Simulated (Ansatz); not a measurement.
The first iterations of a band of C2H7FN2O (13 atoms, charge 0, multiplicity 1).

Method: Ansatz, RKS B3LYP-D4/def2-mTZVP.

```yaml
movable_images: 5
climbing_image: yes
spring: 5.0 eV/Å²
optimiser: quadratic models (default)
start_path: through a guess of the saddle point
force_threshold: 0.05 eV/Å
iteration_limit: 60
end_points: relaxed
```

First end point:

```xyz
13
Properties=species:S:1:pos:R:3
C 0.718 -0.693 1.345
N 0.791 0.342 0.315
C -0.376 0.522 -0.502
N -0.731 -0.584 -1.326
O -0.218 1.610 -1.332
F -1.433 0.810 0.417
H 1.655 -0.694 1.901
H 0.557 -1.707 0.954
H -0.084 -0.456 2.040
H 1.566 0.161 -0.317
H -1.491 -0.318 -1.946
H -1.045 -1.361 -0.755
H 0.113 2.333 -0.778
```

Last end point:

```xyz
13
Properties=species:S:1:pos:R:3
C 0.712 -0.693 1.298
N 0.728 0.351 0.276
C -0.522 0.581 -0.429
N -1.114 -0.459 -1.217
O -0.353 1.660 -1.271
F -1.448 0.873 0.579
H 1.707 -0.767 1.735
H 0.434 -1.689 0.922
H 0.018 -0.418 2.088
H 1.441 0.154 -0.422
H -0.578 -0.612 -2.064
H -1.185 -1.324 -0.693
H 0.181 2.307 -0.785
```

| iteration | highest image above the first end (eV) | largest band force component (eV/Å) |
| --- | --- | --- |
| 1 | 1.605 | 5.109 |
| 2 | 0.592 | 1.776 |
| 3 | 0.295 | 1.162 |
| 4 | 0.237 | 0.270 |
| 5 | 0.250 | 0.351 |

Problem. Does the band converge within its limit, and where does its top end?

Solution. It converged. It ended after 16 iterations with the highest image 0.202 eV above the first end. A vibrational analysis at the climbing image gives one clearly imaginary mode, 548i cm⁻¹: a first-order saddle point.

The run took 5.6 min on 2 threads of Arm Neoverse V1, with other jobs on the host, peak memory 0.35 GiB.
